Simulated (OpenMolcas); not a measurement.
**Potential curves of NaCl⁻: spin–orbit levels**

Calculated with OpenMolcas 26.06: state-averaged CASSCF(7,7) over Cl 3p, Na 3s 3p, XMS-CASPT2 (IPEA 0.25, imaginary shift 0.2 hartree), scalar X2C, ANO-RCC-VTZP, then RASSI spin–orbit state interaction with atomic mean-field integrals. C2 symmetry about the axis (a holds Σ, Δ, Γ; b holds Π, Φ, H; Σ⁺ and Σ⁻ are not told apart); roots by multiplicity and irrep: 2a 7, 2b 8, 4a 5, 4b 4.

XMS-CASPT2 energies with spin–orbit state interaction in eV from the lowest point. Curves are followed by energy order within each symmetry, so they are adiabatic and may change character at avoided crossings.

```
R (Å)  (1)Ω=1/2  (2)Ω=1/2  (1)Ω=3/2  (3)Ω=1/2  (4)Ω=1/2  (2)Ω=3/2  (5)Ω=1/2
2.146     0.473     1.877     1.881     2.800     6.003     5.946     6.279
2.271     0.178     1.621     1.625     2.580     5.612     5.554     5.903
2.383     0.049     1.524     1.527     2.506     5.354     5.296     5.658
2.495     0.000     1.508     1.511     2.504     5.157     5.098     5.473
2.620     0.007     1.548     1.551     2.555     5.024     4.966     5.315
2.744     0.056     1.629     1.632     2.638     4.950     4.893     5.194
2.919     0.160     1.776     1.779     2.779     4.860     4.805     5.060
3.144     0.316     1.982     1.984     2.961     4.766     4.715     4.926
3.493     0.544     2.285     2.287     3.192     4.675     4.635     4.780
3.992     0.789     2.620     2.622     3.397     4.585     4.588     4.683
4.740     1.012     2.927     2.928     3.524     4.497     4.522     4.610
5.739     1.164     3.113     3.114     3.518     4.470     4.511     4.595
```

Task: With masses 34.969 and 22.990 u, fit the curves (1)Ω=1/2, (2)Ω=1/2, (1)Ω=3/2, (3)Ω=1/2 near their minima.

Result: At XMS-CASPT2 with spin–orbit state interaction, Te from the lowest curve (the fit fixes ωe to a per cent or two; the method's Re and ωe can be off by some per cent):

```json
{"curve": "(1)Ω=1/2", "Te (cm⁻¹)": "0", "Re (Å)": "2.539", "ωe (cm⁻¹)": "265.0"}
{"curve": "(2)Ω=1/2", "Te (cm⁻¹)": "12170", "Re (Å)": "2.469", "ωe (cm⁻¹)": "296.2"}
{"curve": "(1)Ω=3/2", "Te (cm⁻¹)": "12200", "Re (Å)": "2.469", "ωe (cm⁻¹)": "296.0"}
{"curve": "(3)Ω=1/2", "Te (cm⁻¹)": "20170", "Re (Å)": "2.440", "ωe (cm⁻¹)": "295.5"}
```

The 7 lowest clean curves are shown; the next is (6)Ω=1/2, from 5.39 eV. Only roots inside an energy window near the equilibrium distance were included, so the list of states is not complete; labels number the states computed. Each spin and symmetry block has orbitals of its own, averaged over its own roots, so gaps between blocks are less sure than gaps within one and near the minimum can be off by tenths of an eV, in bad cases by more. No Rydberg orbitals are active, so Rydberg states, and σ→σ* states whose orbital the CASSCF left unused, can be missing between those listed. CASPT2 splits the two components of degenerate states numerically, here by up to 36 cm⁻¹. For an anion, states above the electron-detachment threshold (often below 1 to 3 eV) are held by the basis set and are not bound levels. At stretched bonds a block can hold a wrong CASSCF solution and miss its lowest state; points past a visible jump are left out. The CASPT2 reference weights are uneven, so some states carry less reliable energies. Points that failed a check (symmetry, reference weights, a jump) are left out.
